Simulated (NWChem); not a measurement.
pyrrole (C4H5N); SMILES c1ccc[nH]1

Results from NWChem. Pople sets run with spherical d functions. Structure relaxed at the PBE0/def2-SVP level. Solvent water, SMD (1 M gas to 1 M solution), gas-phase geometry.

For level PBE0/6-311G**:

- solvation free energy (kcal/mol): -4.7
- dipole in solution (D): 2.81

Question: Estimate the same quantities for level PBE0/STO-3G.

Answer: The solvation free energy (kcal/mol) is -1.6 and the dipole in solution (D) is 2.53.
